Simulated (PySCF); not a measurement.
Calculated properties of `F[CH]Cl` [radical]

Compound: CHClF (doublet state).
Cartesian coordinates in Å at the PBE0-D3(BJ)/def2-SVP level; atoms count from 1:
```xyz
4
CHClF angstrom
F     -0.4682   -0.4348   -1.1497
C     -0.2278   -0.0588    0.0913
Cl     1.3378   -0.4233    0.6746
H     -0.6325    0.9236    0.3609
```

**PBE0-D3(BJ)/def2-SVP geometry optimisation, gas phase (PySCF)**

* Rotational constants A, B, C: 59.327, 5.888, 5.390 GHz
* Dipole moment: 1.16 D

**UKS B3LYP, IGLO-III on C Cl F, pcH-1 on H, non-relativistic, mean-field spin-orbit, GIAO (PySCF)**

* Isotropic g value: 2.00581
* Principal g values: 2.00147, 2.00608, 2.00988
* Spin squared ⟨S²⟩: 0.753
* Largest Mulliken spin population: 0.88 on C2
* Largest isotropic hyperfine couplings (means over sets of like nuclei): 13C +316.0 (C2), 19F +185.8 (F1), 35Cl +15.9 (Cl3), 1H +5.2 (H4) MHz

Monoisotopic mass (most abundant isotopes): 66.9751 u.

The rotational constants make it an asymmetric top with κ = (2B − A − C)/(A − C) = -0.98, nearer the prolate limit (−1). In atomic units the dipole is 0.46 e·bohr (1 au = 2.5417 D). ⟨S²⟩ is 0.003 above the pure-spin value S(S + 1) = 0.75. At 9.50 GHz, hν = g·μB·B₀ (B₀ the magnetic field) puts the centre of the isotropic spectrum, to first order, at 338.4 mT.

